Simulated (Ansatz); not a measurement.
Molecule: COS, net charge -1, doublet state. 
Geometry from a B3LYP-D3(BJ)/def2-TZVP (Ansatz, a first-principles code) optimisation:
```xyz
3

O     -1.6611     0.1306     0.0371
C     -0.5834    -0.4083    -0.0636
S      1.0494     0.0878     0.0053
```
Charge -1, spin multiplicity 2.

Basis-set convergence of Hartree-Fock and CCSD correlation energies (hartree) with Ansatz. Correlated levels leave the core frozen unless marked. UHF or UKS for open shells. Spin-orbit coupling is left out. Non-relativistic. This anion needs diffuse functions, which these sets lack.

```json
[
 {"basis": "cc-pV(D+d)Z", "functions": "51", "E(HF)": "-510.26643", "E(corr, CCSD)": "-0.43843"},
 {"basis": "cc-pV(T+d)Z", "functions": "99", "E(HF)": "-510.31986", "E(corr, CCSD)": "-0.55441"},
 {"basis": "cc-pV(Q+d)Z", "functions": "174", "E(HF)": "…", "E(corr, CCSD)": "…"}
]
```

Q: Complete the blanks.

A: 
- cc-pV(Q+d)Z, E(HF): -510.33560
- cc-pV(Q+d)Z, E(corr, CCSD): -0.59384
